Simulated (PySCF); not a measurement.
## AlH + 2 HCl → AlH₃ + Cl₂

Level: PBE0 in the def2-TZVP basis family, all electrons, no relativity, computed in PySCF with density fitting; open shells unrestricted.

```json
{"species": "AlH", "state and structure": "singlet, C∞v, Al–H 1.665 Å", "E (Eh)": "-242.85993", "ZPE (kJ/mol)": "9.9", "H(298 K) − H(0) (kJ/mol)": "8.7", "S° (J/(mol K))": "187.8"}
{"species": "HCl", "state and structure": "singlet, C∞v, H–Cl 1.279 Å", "E (Eh)": "-460.66440", "ZPE (kJ/mol)": "17.9", "H(298 K) − H(0) (kJ/mol)": "8.7", "S° (J/(mol K))": "186.6"}
{"species": "AlH₃", "state and structure": "singlet, D3h, Al–H 1.586 Å (×3)", "E (Eh)": "-244.07875", "ZPE (kJ/mol)": "48.3", "H(298 K) − H(0) (kJ/mol)": "10.6", "S° (J/(mol K))": "207.5"}
{"species": "Cl₂", "state and structure": "singlet, D∞h, Cl–Cl 1.982 Å", "E (Eh)": "-920.08940", "ZPE (kJ/mol)": "3.5", "H(298 K) − H(0) (kJ/mol)": "9.1", "S° (J/(mol K))": "222.5"}
```

Task: What is the electronic reaction energy?

Result: At PBE0/def2-TZVP, ΔE = 54.0 kJ/mol from the differences of the total energies times 2625.5, uphill. 

Task: Add zero-point, thermal and entropy terms for 298.15 K and 1 bar.

Result: ΔZPE = 6.1 and Δ[H(298) − H(0)] = -6.4 kJ/mol give ΔH° = 53.7 kJ/mol. ΔS° = -131.0 J/(mol K), so ΔG° = 53.7 − 298.15 × (-0.1310) = 93 kJ/mol and log₁₀K = -16.3.

Only the bonding shown was studied: isomers, or loss of a ligand pair, can lie lower.
